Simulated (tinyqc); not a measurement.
Worked calculation: coupled-perturbed Hartree-Fock on RHF in the sto-3g basis, for LiH, spin multiplicity 1. One step of it, computed by the program tinyqc.

Question. Coupled step 2. U_ai = -(mu_ai + sum_bj [4 (ai|bj) - (ab|ij) - (aj|bi)] U_bj) / (e_a - e_i); alpha = -4 sum U_ai mu_ai.

U after step 1, order a3, a4, a5, a6:
$$\begin{pmatrix}
0.064749 & 2.505424 \\
0.000000 & 0.000000 \\
0.000000 & 0.000000 \\
0.048200 & -1.246626
\end{pmatrix}$$

dipole integrals <a|z|i> (bohr), order a3, a4, a5, a6:
$$\begin{pmatrix}
-0.138464 & -0.613881 \\
0.000000 & 0.000000 \\
0.000000 & 0.000000 \\
-0.136006 & 0.939339
\end{pmatrix}$$

orbital energies (hartree): MO1 -2.357978, MO2 -0.258363, MO3 0.074633, MO4 0.162863, MO5 0.162863, MO6 0.458966

Two-electron integrals over orbitals (pq|rs), unique and non-zero (hartree):
```
(11|11) 1.659065    (21|11) -0.101810   (21|21) 0.010934    (22|11) 0.334266
(22|21) 0.003927    (22|22) 0.466498    (31|11) -0.140637   (31|21) 0.010659
(31|22) -0.012921   (31|31) 0.021942    (32|11) 0.020832    (32|21) -0.002766
(32|22) -0.054314   (32|31) -0.000025   (32|32) 0.017002    (33|11) 0.393674
(33|21) -0.009595   (33|22) 0.216406    (33|31) 0.001311    (33|32) 0.011525
(33|33) 0.333481    (41|41) 0.009813    (42|41) 0.007309    (42|42) 0.021960
(43|41) 0.010323    (43|42) 0.019726    (43|43) 0.041311    (44|11) 0.396336
(44|21) -0.003829   (44|22) 0.255531    (44|31) -0.005041   (44|32) 0.009713
(44|33) 0.280942    (44|44) 0.312946    (51|51) 0.009813    (52|51) 0.007309
(52|52) 0.021960    (53|51) 0.010323    (53|52) 0.019726    (53|53) 0.041311
(54|54) 0.016869    (55|11) 0.396336    (55|21) -0.003829   (55|22) 0.255531
(55|31) -0.005041   (55|32) 0.009713    (55|33) 0.280942    (55|44) 0.279207
(55|55) 0.312946    (61|11) 0.067071    (61|21) -0.009467   (61|22) -0.007635
(61|31) -0.004123   (61|32) 0.002460    (61|33) 0.011634    (61|44) 0.001340
(61|55) 0.001340    (61|61) 0.010599    (62|11) -0.067850   (62|21) 0.002489
(62|22) 0.114167    (62|31) 0.003089    (62|32) -0.039297   (62|33) -0.017730
(62|44) -0.029488   (62|55) -0.029488   (62|61) 0.000347    (62|62) 0.127817
(63|11) 0.020088    (63|21) -0.002601   (63|22) -0.054122   (63|31) 0.004123
(63|32) 0.013277    (63|33) 0.036164    (63|44) 0.005258    (63|55) 0.005258
(63|61) 0.004365    (63|62) -0.035577   (63|63) 0.028209    (64|41) -0.006095
(64|42) -0.019127   (64|43) -0.012875   (64|64) 0.019710    (65|51) -0.006095
(65|52) -0.019127   (65|53) -0.012875   (65|65) 0.019710    (66|11) 0.357869
(66|21) 0.001481    (66|22) 0.438259    (66|31) -0.011133   (66|32) -0.046862
(66|33) 0.239413    (66|44) 0.262992    (66|55) 0.262992    (66|61) -0.004631
(66|62) 0.113799    (66|63) -0.045492   (66|66) 0.437008
```

Give: U after step 2; polarisability.

Answer.

U after step 2, order a3, a4, a5, a6:
$$\begin{pmatrix}
0.0629 & 2.8460 \\
0.0000 & 0.0000 \\
0.0000 & 0.0000 \\
0.0461 & -1.1831
\end{pmatrix}$$

polarisability = 11.4938 bohr^3
